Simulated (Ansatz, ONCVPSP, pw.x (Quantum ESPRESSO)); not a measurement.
# molybdenum: one change to the ONCV potential, in the atom and in the bcc crystal

molybdenum (Mo), optimised norm-conserving Vanderbilt (ONCV), made with ONCVPSP 4.0.1.1 (patched build) (PBE, scalar-relativistic). Core [Ar] 3d10, reference 4s2 4p6 4d5 5s1. Waves: 4s+5s: rc 1.90 bohr, ncon 4, nbas 8, qcut 7.2 1/bohr, 2 projectors; 4p: rc 1.50 bohr, ncon 4, nbas 9, qcut 10.7 1/bohr, 2 projectors, debl 3.6 Ha; 4d: rc 2.70 bohr, ncon 3, nbas 8, qcut 6.4 1/bohr, 2 projectors, debl 3.7 Ha. Local part: polynomial inside 1.50 bohr (lpopt 5, dvloc0 3 Ha). Core correction: polynomial model core, fcfact 0.55.

Change: all radii but the core radius scaled by about 0.88 (s 1.68, p 1.32, d 2.38 bohr); local potential polynomial inside 1.32 bohr (lpopt 5, dvloc0 3 Ha).

Cutoffs, loose and tight: the cutoffs (Ha) at which the residual kinetic energy of the hardest occupied pseudo-wave falls to 1 and 0.1 mHa per electron. They do not see the model core or the augmentation charge, which bear on the density cutoff. Test errors are all-electron minus pseudo excitation energies from the reference, over the configurations 4s2 4p6 4d5 5s0; 4s2 4p6 4d4 5s0; 4s2 4p6 4d3 5s0; 4s2 4p6 4d4 5s1 5p1; variants that change the core or the reference have their own tests.

Crystal test: bcc Mo in pw.x 7.5, no spin, 15³ k-points, Fermi–Dirac smearing 0.01 Ry, cutoffs set for each file from its atomic test. The reference is all-electron LAPW (Ansatz 0.2.0) with the same functional, mesh and smearing; V0 and B0 come from Birch–Murnaghan fits to the pressures at five volumes. Errors are pseudo minus all-electron; Δ is the rms difference of the E(V) curves that follow from these fits, minima aligned, over ±6 % about the mean V0. Mesh and smearing are coarse, so the numbers serve the comparison and aren't converged zero-temperature values; the lattice is a test structure that the element need not adopt.

All-electron: a0 = 3.162 Å (V0 = 15.80 Å³/atom), B0 = 259.2 GPa.

Task: Does the change bring the crystal closer to the all-electron result?

Result: The mean pressure error goes from +2.18 to +0.75 GPa, so the change moves the solid closer to the all-electron pressures. At 80 % of its cutoff the pressure of the changed file moves by -4.09 GPa.

```
                       quantity       base    changed
                 outcome (atom)  generated  generated
           cutoff, loose (atom)      32 Ha      36 Ha
           cutoff, tight (atom)      39 Ha      43 Ha
            bound ghosts (atom)       none       none
largest test error (meV) (atom)        +63        +42
           cutoffs in pw.x (Ry)     95/380    100/400
                         a0 (Å)      3.170      3.165
                   a0 error (%)      +0.28      +0.10
                   B0 error (%)       -0.6       -0.0
                   Δ (meV/atom)        7.4        2.6
      mean pressure error (GPa)      +2.18      +0.75
```

Base: The largest radius (2.70 bohr) exceeds half the bond length (2.59 bohr), so the spheres overlap, which is one possible source of error among others.
